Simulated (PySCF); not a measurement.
Spin-Hamiltonian simulation

Molecule: SMILES O=C(C(=C)C)C, C5H8O.

Geometry (Å), atoms numbered from 1 in this order:
```xyz
14

C    -1.633   -1.179   -0.106
C    -0.628   -0.306   -0.091
C    -0.791    1.114   -0.535
C     0.703   -0.776    0.392
C     1.812    0.246    0.428
O     0.886   -1.921    0.740
H    -2.623   -0.914   -0.439
H    -1.477   -2.193    0.222
H    -0.555    1.803    0.274
H    -1.816    1.292   -0.851
H    -0.130    1.337   -1.371
H     2.723   -0.224    0.790
H     1.985    0.653   -0.565
H     1.543    1.066    1.091
```

Method: J couplings at B3LYP/pcJ-1 (without the spin–dipole term), geometry from GFN2-xTB, NMR shieldings at PBE0/pcSseg-1/GIAO, in PySCF 2.14 (non-relativistic, no solvent model, fast rotation and ring inversion assumed for equivalent nuclei, a single conformation).

δ = σ(ref) − σ, references computed at the same level: TMS for 1H.

Shifts (ppm): H7 5.70, H8 6.68, H9/H10/H11 2.10.
Couplings (Hz): H7–H8: 1.0; H7–H9, H7–H10, H7–H11: -2.2; H8–H9, H8–H10, H8–H11: -1.6; H9–H10, H9–H11, H10–H11: -15.5.

The 5-spin Hamiltonian (Zeeman plus full scalar coupling among like nuclei) was diagonalised exactly; lines are Lorentzian, 0.4 Hz wide, and the maxima above 3 % are listed with the tallest set to 100.

(1) Give the 1H peak list of this spin system at 90 MHz.

(2) And at 700 MHz?

(3) Among coupled protons with different shifts, which pair is furthest from first order, and how does the field change that?

Answers

(1) 
```
   Hz    ppm  height
604.1  6.712       8
603.1  6.701      11
602.5  6.694      24
601.5  6.683      26
600.9  6.677      26
599.9  6.666      25
599.3  6.659      11
598.3  6.648       8
516.8  5.742       8
515.8  5.731       8
514.6  5.718      24
513.6  5.707      23
512.4  5.693      24
511.4  5.682      23
510.2  5.669       9
509.2  5.658       8
190.9  2.121      92
189.3  2.103     100
188.7  2.097     100
187.1  2.079      90
```

(2) 
Hz from δ = 0 (height): 4678.9 (8), 4677.9 (11), 4677.3 (24), 4676.3 (26), 4675.7 (26), 4674.7 (25), 4674.1 (11), 4673.1 (8), 3993.8 (8), 3992.8 (9), 3991.6 (24), 3990.6 (24), 3989.4 (24), 3988.4 (24), 3987.2 (9), 3986.2 (8), 1471.9 (91), 1470.3 (100), 1469.7 (100), 1468.1 (91)

(3) H7 and H9: Δν/J is about 147.3 at 90 MHz (close to first order) and 1145.5 at 700 MHz (close to first order). J in Hz doesn't depend on the field, while Δν in Hz grows in proportion to it.
